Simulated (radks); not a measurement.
# F³⁺ in [He] 2s2 2p2: an all-electron calculation

What are the levels of the fluorine ion F3+, how large are its shells, and how does its energy divide?

The numbers are computed with radks (a radial shooting solver on a logarithmic mesh, Libxc functionals) version 1 (scalar-relativistic Kohn-Sham, PBE, spin-polarised, spherical densities, finite nucleus; open shells are filled with parallel spins first), except any that are marked as measured or tabulated.

### Step 1. The atom as given

```
element            : fluorine (Z = 9)
charge             : +3
electrons          : 6
configuration      : [He] 2s2 2p2
nuclear rms radius : 2.8976 fm
```

The outer shells:

F³⁺
```
[He] core
2s [↑↓]
2p [↑ ][↑ ][  ]
```

### Step 2. The calculation

Input:

```text
Z 9
configuration [He] 2s2 2p2 3s0 3p0
relativity scalar-relativistic
functional pbe,pbe
spin polarised
nucleus finite rms 2.8976 fm
c 137.035999084
```

What does the calculation give?

**Answer**, as computed:

```
                        quantity                      value
                    total energy          -95.50021 hartree
exchange-correlation share of it                     8.90 %
                            −T/E                     1.0003
          highest occupied level          2p up, -75.093 eV
    most extended occupied level  2s down, <r> = 0.887 bohr
 radius at density 0.001 e/bohr³                  2.25 bohr
    maxima of the radial density                          2
         ionisation energy, NIST       87.18 (semi-emp.) eV
```

**Reading.** 2 principal shells are occupied and 2 maxima appear in the radial density. Minus the highest eigenvalue, 75.093 eV, is 86 % of the tabulated ionisation energy (87.18 eV); the potential of a semilocal functional falls off too fast, so its top eigenvalue is too shallow. Open shells are spherical and high-spin; term and fine-structure splittings are not resolved.
